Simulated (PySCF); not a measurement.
C6H10.
Numbering: `[CH2:1]=[CH:2]/[C:3]([CH3:4])=[CH:5]/[CH3:6]` (hydrogens: H7, H8 on C1; H9 on C2; H10, H11, H12 on C4; H13 on C5; H14, H15, H16 on C6)

The same species was optimised twice, with GFN2-xTB and with PBE0-D3(BJ)/def2-SVP (PySCF), and the same property calculations (PySCF, gas phase) were run on both structures.

| coordinate | GFN2-xTB | PBE0-D3(BJ)/def2-SVP | change |
| --- | --- | --- | --- |
| C3=C5 (Å) | 1.338 | 1.351 | +0.013 |
| C1=C2 (Å) | 1.329 | 1.341 | +0.012 |
| C2–C3 (Å) | 1.458 | 1.465 | +0.007 |
| C5–C6 (Å) | 1.491 | 1.489 | -0.002 |
| C3–C4 (Å) | 1.500 | 1.499 | -0.001 |
| C2–C3–C4 (°) | 116.9 | 117.6 | +0.7 |
| C4–C3–C5 (°) | 124.6 | 124.1 | -0.5 |
| C3–C5–C6 (°) | 128.8 | 128.5 | -0.3 |
| C2–C3–C5 (°) | 118.5 | 118.3 | -0.2 |
| C1–C2–C3 (°) | 126.3 | 126.3 | 0.0 |
| C1–C2–C3–C4 (°) | 0 | -1 | -1 |

Rotational constants: A = 7989, B = 2125, C = 1714 MHz (GFN2-xTB) against A = 7905, B = 2103, C = 1696 MHz (PBE0-D3(BJ)/def2-SVP). Atoms that the bonding makes alike are paired by their places after alignment.

On the GFN2-xTB structure: lowest singlet, TDDFT (eV) 5.64 [B3LYP/def2-SVPD]; lowest triplet, Tamm–Dancoff (eV) 3.29 [B3LYP/def2-SVPD]; isotropic polarisability (au) 80.1 [B3LYP/def2-SVPD]; HOMO (eV) -6.20 [B3LYP/def2-SVPD]; LUMO (eV) -0.71 [B3LYP/def2-SVPD]; dipole (D) 0.74 [B3LYP/def2-SVPD]; HOMO (eV) -6.39 [PBE0/pcSseg-1]; LUMO (eV) -0.45 [PBE0/pcSseg-1]; dipole (D) 0.74 [PBE0/pcSseg-1]; GIAO shielding of C1 (ppm) 70.9 [PBE0/pcSseg-1]; GIAO shielding of C2 (ppm) 36.8 [PBE0/pcSseg-1]; GIAO shielding of C3 (ppm) 46.1 [PBE0/pcSseg-1]; GIAO shielding of C4 (ppm) 173.9 [PBE0/pcSseg-1]; GIAO shielding of C5 (ppm) 49.7 [PBE0/pcSseg-1]; GIAO shielding of C6 (ppm) 169.4 [PBE0/pcSseg-1].

**Question.** What do these properties become on the PBE0-D3(BJ)/def2-SVP structure?

**Answer.** 
```csv
property,level,on GFN2-xTB,on PBE0-D3(BJ)/def2-SVP,change
"lowest singlet, TDDFT (eV)",B3LYP/def2-SVPD,5.64,5.53,-0.11
"lowest triplet, Tamm–Dancoff (eV)",B3LYP/def2-SVPD,3.29,3.18,-0.11
isotropic polarisability (au),B3LYP/def2-SVPD,80.1,81.9,+1.8
HOMO (eV),B3LYP/def2-SVPD,-6.20,-6.17,+0.03
LUMO (eV),B3LYP/def2-SVPD,-0.71,-0.79,-0.08
dipole (D),B3LYP/def2-SVPD,0.74,0.76,+0.02
"energy, GFN2-xTB geometry as zero (kcal/mol)",B3LYP/def2-SVPD,0.0,-1.1,-1.1
HOMO (eV),PBE0/pcSseg-1,-6.39,-6.35,+0.04
LUMO (eV),PBE0/pcSseg-1,-0.45,-0.54,-0.09
dipole (D),PBE0/pcSseg-1,0.74,0.75,+0.01
"energy, GFN2-xTB geometry as zero (kcal/mol)",PBE0/pcSseg-1,0.0,-0.4,-0.4
GIAO shielding of C1 (ppm),PBE0/pcSseg-1,70.9,67.6,-3.3
GIAO shielding of C2 (ppm),PBE0/pcSseg-1,36.8,34.2,-2.6
GIAO shielding of C3 (ppm),PBE0/pcSseg-1,46.1,43.3,-2.8
GIAO shielding of C4 (ppm),PBE0/pcSseg-1,173.9,172.2,-1.7
GIAO shielding of C5 (ppm),PBE0/pcSseg-1,49.7,47.1,-2.6
GIAO shielding of C6 (ppm),PBE0/pcSseg-1,169.4,167.8,-1.6
```

The heavy atoms differ by 0.011 Å rms after alignment. Among bonds between heavy atoms C1=C2 and C3=C5 change most and about equally (+0.012 to +0.013 Å). Changes are differences of the printed values. Neither structure is proved a minimum here.

Conformer computed: `[CH2:1]=[CH:2]/[C:3]([CH3:4])=[CH:5]/[CH3:6]`: C1–C2–C3–C4 -1°.
